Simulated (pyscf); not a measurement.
PySCF, gas phase, ωB97X-D3(BJ)/def2-SVP geometries.

Task: H₃C–CH₂–Be–CH₂–CH₃ + H₂S → H₃C–CH₂–Be–SH + ethane (H₃C–CH₃)
Surface: singlet. Broken: Be–C, H–S. Formed: Be–S, C–H. Give ΔE‡ and ΔE from ωB97M-D3(BJ)/def2-TZVP, relative to the separated reactants.

Result: ΔE‡ = 8.8 kcal/mol, ΔE = -31.3 kcal/mol. Zero-point energy shifts the barrier by +0.5 kcal/mol. It is a four-centre exchange, with an imaginary mode of 1034i cm⁻¹. On the reactant side the descent ends in an adduct with a Be–S contact (not fully relaxed), 8.3 kcal/mol under the separated species and 15.5 kcal/mol under the saddle at ωB97X-D3(BJ)/def2-TZVP. What is counted as formed (Be–S) is already present as a longer contact in the reactant adduct; forming that adduct is a step of its own. One saddle was located; it need not be the lowest between these sides.
